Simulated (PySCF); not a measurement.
Molecule (SMILES): ClCl (Cl2).
Geometry (B3LYP-D3(BJ)/def2-TZVP, fixed):
```
Cl
Cl 1 2.0135
```
Charge 0, spin multiplicity 1.

Basis-set convergence of the lowest singlet excitation energy at CAM-B3LYP with PySCF. Tamm-Dancoff approximation; the state is taken by its order, and sets in which it differs in degeneracy or brightness are left out, yet its character can still change. All functions are spherical. Density fitting with generated auxiliary sets. No added dispersion term, no relativity. Reference: the value in aug-pcseg-3, 3.604 eV, itself unsure by roughly 0.006 eV (its mean distance from aug-cc-pV(Q+d)Z, aug-pcseg-2, aug-cc-pV(T+d)Z). Deviations are taken from unrounded values. Cost is core time over that of 6-311+G**, rough, on shared machines of one kind; a dash marks a row that isn't timed (too short, read off another run, short of memory, by another algorithm or on other hardware).

```json
[
 {"basis": "6-31G**", "functions": "36", "lowest singlet excitation energy (eV)": "3.588", "minus reference (eV)": "-0.015", "cost": "-"},
 {"basis": "6-311G**", "functions": "52", "lowest singlet excitation energy (eV)": "3.617", "minus reference (eV)": "0.013", "cost": "0.7×"},
 {"basis": "6-311+G**", "functions": "60", "lowest singlet excitation energy (eV)": "3.597", "minus reference (eV)": "-0.007", "cost": "1×"},
 {"basis": "def2-TZVP", "functions": "74", "lowest singlet excitation energy (eV)": "3.629", "minus reference (eV)": "0.025", "cost": "2×"},
 {"basis": "def2-TZVPPD", "functions": "102", "lowest singlet excitation energy (eV)": "3.600", "minus reference (eV)": "-0.004", "cost": "4×"},
 {"basis": "cc-pV(Q+d)Z", "functions": "128", "lowest singlet excitation energy (eV)": "3.613", "minus reference (eV)": "0.009", "cost": "5×"},
 {"basis": "def2-QZVPP", "functions": "140", "lowest singlet excitation energy (eV)": "3.611", "minus reference (eV)": "0.007", "cost": "7×"},
 {"basis": "def2-QZVPPD", "functions": "158", "lowest singlet excitation energy (eV)": "3.604", "minus reference (eV)": "0.000", "cost": "10×"},
 {"basis": "aug-pcseg-3", "functions": "178", "lowest singlet excitation energy (eV)": "3.604", "minus reference (eV)": "0.000", "cost": "20×"}
]
```

The smallest set listed that lies within 0.2 eV of the reference with all its larger relatives (same family, alike in diffuse functions; a set with none counts only in the reference's own line) is 6-31G** (36 functions, -0.015 eV off). (Relatives not listed, tested too: 6-311++G(2d,2p) -0.063, def2-TZVPP 0.026, 6-311++G(3df,3pd) -0.011, def2-QZVP 0.007, cc-pV(5+d)Z 0.005 eV.)
